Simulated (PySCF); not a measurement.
From one molecule to another.

First species: C10H10O.
Z-matrix (Å and degrees, GFN2-xTB geometry), rows numbered from 1:
```
O 
C   1  1.2138
C   2  1.4877  1  121.50
C   3  1.3925  2  122.22  1  -145.85
C   4  1.3828  3  120.05  2   178.93
C   5  1.3855  4  120.27  3     0.60
C   6  1.3854  5  119.99  4    -1.19
C   7  1.3817  6  119.92  5     0.31
C   2  1.4844  1  122.32  3   179.21
C   9  1.5146  2  117.52  1    45.44
C  10  1.4836  9   60.49  2  -106.91
H   4  1.0800  3  120.22  2     0.94
H   5  1.0801  4  119.79  3  -179.35
H   6  1.0799  5  119.91  4   179.20
H   7  1.0799  6  120.11  5  -179.14
H   8  1.0798  3  118.63  2     0.64
H   9  1.0810  2  115.89  1  -168.04
H  10  1.0794  9  116.49 11   108.50
H  10  1.0798  9  117.47 11  -109.95
H  11  1.0791  9  117.65 10   109.88
H  11  1.0795  9  116.08 10  -108.55
```

Second species: naphthalene, C10H8.
Bonds: C1–C2 (aromatic), C2–C3 (aromatic), C3–C4 (aromatic), C4–C5 (aromatic), C5–C6 (aromatic), C6–C7 (aromatic), C7–C8 (aromatic), C8–C9 (aromatic), C9–C10 (aromatic), C1–C10 (aromatic), C4–C9 (aromatic). Hydrogens: H11 on C1; H12 on C2; H13 on C3; H14 on C5; H15 on C6; H16 on C7; H17 on C8; H18 on C10.

Levels: PBE0/pcSseg-1 for dipole moment, HOMO energy, LUMO energy and HOMO–LUMO gap; GFN2-xTB for rotational constant A and rotational constant C. Geometries: GFN2-xTB. All species are isolated and taken at one optimised geometry, non-relativistic unless stated; the electronic structure was computed with PySCF and density fitting.

Dipoles, sizes and rotational constants follow the conformer. The torsions of the flexible species, by atom-mapped SMILES:
- `[O:1]=[C:2]([c:3]1[cH:4][cH:5][cH:6][cH:7][cH:8]1)[CH:9]1[CH2:10][CH2:11]1`: O1–C2–C3–C4 -146°, O1–C2–C9–C10 45°

Values for the first species:

| Item | Value |
| --- | --- |
| Dipole moment | 2.91 D |
| HOMO energy | -7.29 eV |
| LUMO energy | -1.46 eV |
| HOMO–LUMO gap | 5.83 eV |
| Rotational constant A | 2.919 GHz |
| Rotational constant C | 0.574 GHz |

Task: Estimate the same properties for the second species, and the change in each.

Result: 
```
             property      first     second  second less first
        dipole moment     2.91 D     0.00 D            -2.91 D
          HOMO energy   -7.29 eV   -6.38 eV           +0.91 eV
          LUMO energy   -1.46 eV   -1.19 eV           +0.27 eV
        HOMO–LUMO gap    5.83 eV    5.19 eV           -0.64 eV
rotational constant A  2.919 GHz  3.168 GHz         +0.249 GHz
rotational constant C  0.574 GHz  0.896 GHz         +0.322 GHz
```

On the first: In atomic units the dipole is 1.15 e·bohr (1 au = 2.5417 D). A dipole of 2.91 D is allowed in C1, and pure rotational transitions are dipole-allowed.

On the second: Point group D2h forbids a permanent dipole, so the rigid molecule has no electric-dipole pure rotational spectrum.
